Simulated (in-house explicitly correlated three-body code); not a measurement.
Computed with an exponentially correlated three-body code. Model: two electrons around a point charge, non-relativistic, variational in 260 exponentially correlated functions (energies converged to about 1e-7 hartree, or 1e-8 relative for large Z).

The wave function depends on r1, r2 and r12, so the cusp where the electrons meet is built in. Binding is counted against the one-electron ion, and the quantum defect is n less (Z − 1)/√(2 × binding).

Command:
```bash
python run_hyl.py task.json out
```
Settings (lengths in bohr, energies in hartree):
```
Z                      2
interaction_strength   1
functions              260
states_tried           13
```

Cost of the run: 42 s on 1 thread of AMD EPYC 7R43 64-Core Processor (Zen 3) (shared host).

**Those bound S and P states to n = 4 that converged, binding against the one-electron ion.**

Given: nuclear charge 2.

Computed: one-electron threshold -2 hartree.

```csv
term,energy (hartree),binding (eV),quantum defect
1 1S,-2.90372438,24.592,0.25618
2 3S,-2.17522938,4.7682,0.3108
2 1S,-2.14597405,3.9722,0.14925
2 3P,?,?,?
2 1P,-2.12384309,3.3699,-0.0093201
3 3S,-2.06868907,1.8691,0.302
3 1S,-2.06127199,1.6673,0.14337
3 3P,-2.05808108,1.5805,0.065949
3 1P,?,?,?
4 3S,-2.03651207,0.99354,0.29945
4 1S,-2.03358656,0.91394,0.14164
4 3P,-2.03232432,0.87959,0.067033
4 1P,-2.03106961,0.84545,-0.011595
```

Problem. What belongs in the row 2 3P?

Solution. energy (hartree): -2.13316419; binding (eV): 3.6236; quantum defect: 0.062279.

Problem. What belongs in the row 3 1P?

Solution. energy (hartree): -2.05514636; binding (eV): 1.5006; quantum defect: -0.01111.

**Converged states only, values per electron or pair.**

```json
{"term": "1 1S", "mean r (bohr)": "0.92947", "mean r squared (bohr²)": "1.1935", "mean inverse r (1/bohr)": "1.6883", "mean r12 (bohr)": "1.4221", "mean inverse r12 (1/bohr)": "0.94582", "mean cosine": "-0.064203", "mean p1 dot p2 (bohr⁻²)": "0.15907", "delta r1 (bohr⁻³)": "1.8104", "delta r12 (bohr⁻³)": "0.10635"}
{"term": "2 3S", "mean r (bohr)": "2.5505", "mean r squared (bohr²)": "11.464", "mean inverse r (1/bohr)": "1.1547", "mean r12 (bohr)": "4.4475", "mean inverse r12 (1/bohr)": "0.2682", "mean cosine": "-0.015839", "mean p1 dot p2 (bohr⁻²)": "0.0074421", "delta r1 (bohr⁻³)": "1.3204", "delta r12 (bohr⁻³)": "-"}
{"term": "2 1S", "mean r (bohr)": "?", "mean r squared (bohr²)": "?", "mean inverse r (1/bohr)": "?", "mean r12 (bohr)": "?", "mean inverse r12 (1/bohr)": "?", "mean cosine": "?", "mean p1 dot p2 (bohr⁻²)": "?", "delta r1 (bohr⁻³)": "?", "delta r12 (bohr⁻³)": "?"}
{"term": "2 3P", "mean r (bohr)": "2.674", "mean r squared (bohr²)": "13.212", "mean inverse r (1/bohr)": "1.1332", "mean r12 (bohr)": "4.7", "mean inverse r12 (1/bohr)": "0.26664", "mean cosine": "-0.036719", "mean p1 dot p2 (bohr⁻²)": "-0.064572", "delta r1 (bohr⁻³)": "1.2589", "delta r12 (bohr⁻³)": "-"}
{"term": "2 1P", "mean r (bohr)": "2.9107", "mean r squared (bohr²)": "15.766", "mean inverse r (1/bohr)": "1.1232", "mean r12 (bohr)": "5.1383", "mean inverse r12 (1/bohr)": "0.24502", "mean cosine": "-0.0047731", "mean p1 dot p2 (bohr⁻²)": "0.046044", "delta r1 (bohr⁻³)": "1.2744", "delta r12 (bohr⁻³)": "0.00073525"}
{"term": "3 3S", "mean r (bohr)": "?", "mean r squared (bohr²)": "?", "mean inverse r (1/bohr)": "?", "mean r12 (bohr)": "?", "mean inverse r12 (1/bohr)": "?", "mean cosine": "?", "mean p1 dot p2 (bohr⁻²)": "?", "delta r1 (bohr⁻³)": "?", "delta r12 (bohr⁻³)": "-"}
{"term": "3 1S", "mean r (bohr)": "6.5117", "mean r squared (bohr²)": "85.89", "mean inverse r (1/bohr)": "1.0585", "mean r12 (bohr)": "12.305", "mean inverse r12 (1/bohr)": "0.11151", "mean cosine": "-0.004317", "mean p1 dot p2 (bohr⁻²)": "0.0026306", "delta r1 (bohr⁻³)": "1.2832", "delta r12 (bohr⁻³)": "0.0024338"}
{"term": "3 3P", "mean r (bohr)": "6.3211", "mean r squared (bohr²)": "82.11", "mean inverse r (1/bohr)": "1.058", "mean r12 (bohr)": "11.931", "mean inverse r12 (1/bohr)": "0.11593", "mean cosine": "-0.01042", "mean p1 dot p2 (bohr⁻²)": "-0.018365", "delta r1 (bohr⁻³)": "1.2691", "delta r12 (bohr⁻³)": "-"}
{"term": "3 1P", "mean r (bohr)": "6.6795", "mean r squared (bohr²)": "91.873", "mean inverse r (1/bohr)": "1.055", "mean r12 (bohr)": "12.638", "mean inverse r12 (1/bohr)": "0.1096", "mean cosine": "-0.0011769", "mean p1 dot p2 (bohr⁻²)": "0.014551", "delta r1 (bohr⁻³)": "1.2736", "delta r12 (bohr⁻³)": "0.00025202"}
{"term": "4 3S", "mean r (bohr)": "10.661", "mean r squared (bohr²)": "238.58", "mean inverse r (1/bohr)": "1.0346", "mean r12 (bohr)": "20.592", "mean inverse r12 (1/bohr)": "0.065257", "mean cosine": "-0.0016869", "mean p1 dot p2 (bohr⁻²)": "0.00074258", "delta r1 (bohr⁻³)": "1.2778", "delta r12 (bohr⁻³)": "-"}
{"term": "4 1S", "mean r (bohr)": "11.552", "mean r squared (bohr²)": "281.42", "mean inverse r (1/bohr)": "1.0325", "mean r12 (bohr)": "22.371", "mean inverse r12 (1/bohr)": "0.062756", "mean cosine": "-0.0017955", "mean p1 dot p2 (bohr⁻²)": "0.0010725", "delta r1 (bohr⁻³)": "1.2772", "delta r12 (bohr⁻³)": "0.00099812"}
{"term": "4 3P", "mean r (bohr)": "11.469", "mean r squared (bohr²)": "279.94", "mean inverse r (1/bohr)": "1.0323", "mean r12 (bohr)": "22.208", "mean inverse r12 (1/bohr)": "0.064505", "mean cosine": "-0.0042927", "mean p1 dot p2 (bohr⁻²)": "-0.0075545", "delta r1 (bohr⁻³)": "1.2715", "delta r12 (bohr⁻³)": "-"}
{"term": "4 1P", "mean r (bohr)": "11.948", "mean r squared (bohr²)": "304.07", "mean inverse r (1/bohr)": "1.031", "mean r12 (bohr)": "23.162", "mean inverse r12 (1/bohr)": "0.061861", "mean cosine": "-0.00046943", "mean p1 dot p2 (bohr⁻²)": "0.006256", "delta r1 (bohr⁻³)": "1.2733", "delta r12 (bohr⁻³)": "0.00011142"}
```

Problem. What belongs in the row 2 1S?

Solution. mean r (bohr): 2.9731; mean r squared (bohr²): 16.089; mean inverse r (1/bohr): 1.1354; mean r12 (bohr): 5.2697; mean inverse r12 (1/bohr): 0.24968; mean cosine: -0.014657; mean p1 dot p2 (bohr⁻²): 0.0095039; delta r1 (bohr⁻³): 1.3095; delta r12 (bohr⁻³): 0.0086502.

Problem. What belongs in the row 3 3S?

Solution. mean r (bohr): 5.856; mean r squared (bohr²): 68.708; mean inverse r (1/bohr): 1.0637; mean r12 (bohr): 10.999; mean inverse r12 (1/bohr): 0.11732; mean cosine: -0.0042451; mean p1 dot p2 (bohr⁻²): 0.0018962; delta r1 (bohr⁻³): 1.285.

**Electric-dipole lines between converged S and P states, rate of the upper state's decay.**

```
s state  p state  p minus s (eV)  oscillator strength from s  rate (1/s)
   1 1S     2 1P          21.222                     0.27616  1.7989e+09
   1 1S     3 1P          23.091                    0.073441  5.6639e+08
   1 1S     4 1P          23.746                    0.029865  2.4357e+08
   2 1S     2 1P         0.60221                     0.37644  1.9746e+06
   2 1S     3 1P          2.4715                     0.15134  1.3372e+07
   2 1S     4 1P          3.1267                    0.049151  6.9501e+06
   3 1S     2 1P         -1.7026                    -0.14547  1.8299e+07
   3 1S     3 1P         0.16669                     0.62619      251650
   3 1S     4 1P         0.82185                     0.14388  1.4057e+06
   4 1S     2 1P          -2.456                   -0.025871  6.7713e+06
   4 1S     3 1P        -0.58667                     -0.3075  4.5924e+06
   4 1S     4 1P         0.06849                     0.85801       58214
   2 3S     2 3P          1.1447                     0.53909  1.0216e+07
   2 3S     3 3P               ?                           ?           ?
   2 3S     4 3P          3.8886                    0.025769  5.6361e+06
   3 3S     2 3P         -1.7545                    -0.20854  2.7853e+07
   3 3S     3 3P         0.28866                     0.89085  1.0736e+06
   3 3S     4 3P               ?                           ?           ?
   4 3S     2 3P           -2.63                   -0.031721   9.521e+06
   4 3S     3 3P        -0.58692                    -0.43567  6.5122e+06
   4 3S     4 3P         0.11395                      1.2153      228260
```

Problem. What belongs in the row 2 3S 3 3P?

Solution. p minus s (eV): 3.1878; oscillator strength from s: 0.064462; rate (1/s): 9.4747e+06.

Problem. What belongs in the row 3 3S 4 3P?

Solution. p minus s (eV): 0.98954; oscillator strength from s: 0.050081; rate (1/s): 709300.

**Functionals on the exact density and self-consistent, errors are functional minus exact, hybrids only self-consistent, a dash where a self-consistent run leaves the top level unbound.**

| result | exchange error (millihartree) | correlation error (millihartree) | functional driven error (millihartree) | density driven error (millihartree) | self consistent total error (millihartree) | top level plus exact binding (eV) |
| --- | --- | --- | --- | --- | --- | --- |
| B3LYP VWN-RPA | - | - | - | - | -11.494 | 6.5874 |
| r2SCAN | -5.1903 | 4.2116 | -0.97873 | -0.25301 | -1.2317 | 8.0547 |
| BP86 | -0.34075 | -1.6071 | -1.9479 | -0.6642 | -2.6121 | 8.7024 |
| TPSS | -4.8685 | -0.81453 | -5.6831 | -0.2564 | -5.9395 | 8.2981 |
| r2SCAN0 | - | - | - | - | ? | ? |
| AM05 | 108.03 | -55.725 | 52.301 | -1.1391 | 51.162 | 9.1602 |
| LDA PW92 | 141.22 | -70.265 | 70.951 | -1.6814 | 69.269 | 9.0741 |
| SCAN | -5.1903 | 4.2116 | -0.97873 | -0.25301 | -1.2317 | 8.0547 |
| RPBE | -6.2222 | 0.27202 | -5.9502 | -1.0614 | -7.0117 | 8.7669 |
| wB97X | - | - | - | - | ? | ? |
| revTPSS | -4.2608 | -3.916 | -8.1768 | -0.15251 | -8.3293 | 8.123 |
| PBEsol | 57.276 | -10.286 | 46.99 | -0.9865 | 46.004 | 9.093 |
| PBE0 | - | - | - | - | 8.546 | 6.3711 |
| OLYP | -0.88025 | -1.6705 | -2.5507 | -1.3436 | -3.8944 | 8.7769 |

Problem. What belongs in the row r2SCAN0?

Solution. self consistent total error (millihartree): 0.23328; top level plus exact binding (eV): 5.8213.

Problem. What belongs in the row wB97X?

Solution. self consistent total error (millihartree): -0.70182; top level plus exact binding (eV): 3.684.

The density-driven part is never positive, since each functional's own density lowers its energy. Here it is small beside the functional-driven part (median ratio 0.11), the normal case.
